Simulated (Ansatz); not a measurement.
## How far each method lies from UCCSDT(Q) for H3Ge–BH2, triplet

Geometry: that of the H3Ge–BH2, singlet, kept fixed. The singlet lies 3.6 eV lower here.

```yaml
atoms:
  - { symbol: Ge, position_ang: [0.0000, 0.0008, 0.2930] }
  - { symbol: B, position_ang: [0.0000, 0.0075, -1.7645] }
  - { symbol: H, position_ang: [0.0000, 1.3963, 0.9398] }
  - { symbol: H, position_ang: [1.2362, -0.7617, 0.8114] }
  - { symbol: H, position_ang: [-1.2362, -0.7617, 0.8114] }
  - { symbol: H, position_ang: [0.0000, 1.0179, -2.4011] }
  - { symbol: H, position_ang: [0.0000, -1.0325, -2.3529] }
```

Basis cc-pVDZ; Ansatz 0.2.0. Correlated methods freeze the noble-gas cores and the filled d shells of p-block atoms, which leaves 12 electrons in 51 orbitals. R marks a restricted (for open shells ROHF) determinant, U an unrestricted one. No spin–orbit coupling is included, and no scalar relativity.

Full CI isn't at hand for all of this; UCCSDT(Q) serves as the reference, and is uncertain by about the last step of the cluster series.

The UHF ⟨S²⟩ is 2.012, the T1 diagnostic (RCCSD) is 0.0205 and the largest doubles amplitude (RCCSD) is 0.027. The T1 diagnostic (UCCSD) is 0.0166.

Question: From what is known of these methods and the diagnostics, rank them by the size of their error in total energy against UCCSDT(Q) in cc-pVDZ, smallest first (an estimate: the text doesn't fix the numbers).
A. UCCSD(T)
B. UHF
C. UMP2
D. UCCSDT
E. UCCSD

Answer: D (5 meV), A (38 meV), E (176 meV), C (1408 meV), B (6222 meV).

All errors are against UCCSDT(Q) in cc-pVDZ. Within each family the higher level lies nearer, as is usual though not guaranteed.
